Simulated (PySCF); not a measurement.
Cyclopentadienethione, C₅H₄S.
Numbering: `[S:1]=[C:2]1[CH:3]=[CH:4][CH:5]=[CH:6]1` (hydrogens: H7 on C3; H8 on C4; H9 on C5; H10 on C6)

The same species was optimised twice, with GFN2-xTB and with PBE0-D3(BJ)/def2-SVP (PySCF), and the same property calculations (PySCF, gas phase) were run on both structures.

| coordinate | GFN2-xTB | PBE0-D3(BJ)/def2-SVP | change |
| --- | --- | --- | --- |
| C2–C3 (Å) | 1.460 | 1.478 | +0.018 |
| C2–C6 (Å) | 1.461 | 1.478 | +0.017 |
| C4–C5 (Å) | 1.471 | 1.486 | +0.015 |
| C3=C4 (Å) | 1.342 | 1.349 | +0.007 |
| C5=C6 (Å) | 1.342 | 1.349 | +0.007 |
| S1=C2 (Å) | 1.630 | 1.625 | -0.005 |
| C4–C5–C6 (°) | 108.9 | 109.2 | +0.3 |
| C2–C6–C5 (°) | 107.7 | 107.5 | -0.2 |
| C2–C3–C4 (°) | 107.7 | 107.5 | -0.2 |
| C3–C4–C5 (°) | 109.0 | 109.2 | +0.2 |
| S1–C2–C6 (°) | 126.7 | 126.7 | 0.0 |
| C3–C2–C6 (°) | 106.7 | 106.7 | 0.0 |
| S1–C2–C3 (°) | 126.6 | 126.6 | 0.0 |

Rotational constants: A = 8555, B = 2251, C = 1782 MHz (GFN2-xTB) against A = 8350, B = 2237, C = 1764 MHz (PBE0-D3(BJ)/def2-SVP). Point groups within 0.08 Å: C2v and C2v.

On the GFN2-xTB structure: HOMO (eV) -6.81 [PBE0/pcSseg-1]; LUMO (eV) -3.64 [PBE0/pcSseg-1]; dipole (D) 2.33 [PBE0/pcSseg-1]; GIAO shielding of S1 (ppm) -1253.6 [PBE0/pcSseg-1]; GIAO shielding of C2 (ppm) -93.3 [PBE0/pcSseg-1]; GIAO shielding of C3/C6 (mean) (ppm) 62.6 [PBE0/pcSseg-1]; GIAO shielding of C4/C5 (mean) (ppm) 30.5 [PBE0/pcSseg-1].

**Question.** What do these properties become on the PBE0-D3(BJ)/def2-SVP structure?

**Answer.** 
| property | level | on GFN2-xTB | on PBE0-D3(BJ)/def2-SVP | change |
| --- | --- | --- | --- | --- |
| HOMO (eV) | PBE0/pcSseg-1 | -6.81 | -6.80 | +0.01 |
| LUMO (eV) | PBE0/pcSseg-1 | -3.64 | -3.60 | +0.04 |
| dipole (D) | PBE0/pcSseg-1 | 2.33 | 2.33 | 0.00 |
| energy, GFN2-xTB geometry as zero (kcal/mol) | PBE0/pcSseg-1 | 0.0 | -0.4 | -0.4 |
| GIAO shielding of S1 (ppm) | PBE0/pcSseg-1 | -1253.6 | -1185.3 | +68.3 |
| GIAO shielding of C2 (ppm) | PBE0/pcSseg-1 | -93.3 | -91.5 | +1.8 |
| GIAO shielding of C3/C6 (mean) (ppm) | PBE0/pcSseg-1 | 62.6 | 59.3 | -3.3 |
| GIAO shielding of C4/C5 (mean) (ppm) | PBE0/pcSseg-1 | 30.5 | 28.5 | -2.0 |

The heavy atoms differ by 0.011 Å rms after alignment. Among bonds between heavy atoms C2–C3 and C2–C6 change most and about equally (+0.017 to +0.018 Å). Changes are differences of the printed values. Neither structure is proved a minimum here.
